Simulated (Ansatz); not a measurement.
Predict the output of the script below (the Ansatz DFT code, driven from Python).

Input file `c2h3n.xyz`:
```text
6

C    -0.71890    0.16070   -0.33640
C     0.52790    0.17590   -0.64920
N     0.09130    0.78160    0.48250
H    -1.26570   -0.67930   -0.14870
H     1.10150   -0.74760   -0.72640
H     0.30590    0.24470    1.33190
```

`composite.py`:
```python
import itertools
import logging
import sys

import ansatz as az
from ase.data import atomic_numbers, covalent_radii
import numpy as np

logging.basicConfig(stream=sys.stdout, format="[%(levelname)s] %(message)s")
logger = logging.getLogger("ansatz_job")
logger.setLevel(logging.INFO)

c2h3n = az.Crystal.molecule_from_extxyz("c2h3n.xyz")

model = (
    c2h3n.calculation()
    .basis(gaussian="def2-SVP")
    .functional("r2SCAN", dispersion="d4")
    .accuracy("medium")
    .scf(lower_state_search="off")
)
symbols = [site.symbol for site in c2h3n.cartesian_sites]
start = np.array([site.position_ang for site in c2h3n.cartesian_sites], dtype=float)
data = model.relax(force_tolerance=0.01, max_steps=100).run(threads=1).report
end = np.array(data["positions_ang"])
radius = [covalent_radii[atomic_numbers[s]] for s in symbols]
span = lambda where, i, j: np.linalg.norm(where[i] - where[j])
bonded = [(i, j) for i, j in itertools.combinations(range(len(symbols)), 2) if min(span(start, i, j), span(end, i, j)) < 1.2 * (radius[i] + radius[j])]
logger.info("pair        before    after (A)")
for i, j in bonded:
    print(f"{symbols[i]}{i}-{symbols[j]}{j}".ljust(10), f"{span(start, i, j):8.4f} {span(end, i, j):8.4f}")
for first, second in list(itertools.combinations(bonded, 2)):
    shared = set(first) & set(second)
    if shared and symbols[(j := shared.pop())] != "H":
        i, k = sorted((set(first) | set(second)) - {j})
        u, v = end[i] - end[j], end[k] - end[j]
        angle = np.degrees(np.arccos(np.clip(u @ v / np.linalg.norm(u) / np.linalg.norm(v), -1, 1)))
        logger.info(f"final angle {symbols[i]}{i}-{symbols[j]}{j}-{symbols[k]}{k}: {angle:.2f} deg")

minimum = az.Crystal.molecule()
for symbol, place in zip(symbols, end):
    minimum = minimum.atom(symbol, place.tolist())
at_minimum = minimum.calculation()
level = lambda method, basis: at_minimum.basis(gaussian=basis).correlation(method).run(threads=1).report
small, large, cluster = level("mp2", "cc-pVDZ"), level("mp2", "cc-pVTZ"), level("ccsd_t", "cc-pVDZ")
corr = lambda each: (each["free_energy_ev"] - each["reference_energy_ev"]) / 27.211386246
mp2_limit = (27 * corr(large) - 8 * corr(small)) / 19
pieces = {"HF / cc-pVTZ": large["reference_energy_ev"] / 27.211386246, "MP2 correlation, DZ-TZ limit": mp2_limit, "CCSD(T) - MP2 / cc-pVDZ": corr(cluster) - corr(small)}
for name, value in pieces.items():
    logger.info(f"{name:32s} {value:14.6f} Ha")
logger.info(f"{'sum':32s} {sum(pieces.values()):14.6f} Ha")
print("T1 diagnostic", round(cluster["correlation"]["coupled_cluster"]["t1_diagnostic"], 4))
```

`python composite.py` gives:
```text
[INFO] pair        before    after (A)
C0-C1        1.2855   1.2822
C0-N2        1.3086   1.5132
C0-H3        1.0197   1.0856
C1-N2        1.3558   1.5130
C1-H4        1.0899   1.0856
N2-H5        1.0275   1.0338
[INFO] final angle C1-C0-N2: 64.92 deg
[INFO] final angle C1-C0-H3: 156.59 deg
[INFO] final angle C0-C1-N2: 64.94 deg
[INFO] final angle C0-C1-H4: 156.58 deg
[INFO] final angle N2-C0-H3: 137.62 deg
[INFO] final angle C0-N2-C1: 50.14 deg
[INFO] final angle C0-N2-H5: 106.48 deg
[INFO] final angle N2-C1-H4: 137.61 deg
[INFO] final angle C1-N2-H5: 106.48 deg
[INFO] HF / cc-pVTZ                        -131.825304 Ha
[INFO] MP2 correlation, DZ-TZ limit          -0.568622 Ha
[INFO] CCSD(T) - MP2 / cc-pVDZ               -0.041856 Ha
[INFO] sum                                 -132.435782 Ha
T1 diagnostic 0.011
```

Reading the output:
- The settings weren't tested for convergence.
- The sum leaves out core correlation, relativity, the Hartree-Fock basis error and zero-point energy; a DZ-TZ extrapolation is rough.
- Inner cores stay frozen, so this is valence correlation.
- Run time: 16 s on 1 thread of Arm Neoverse V2 (shared host), peak memory 0.26 GiB.
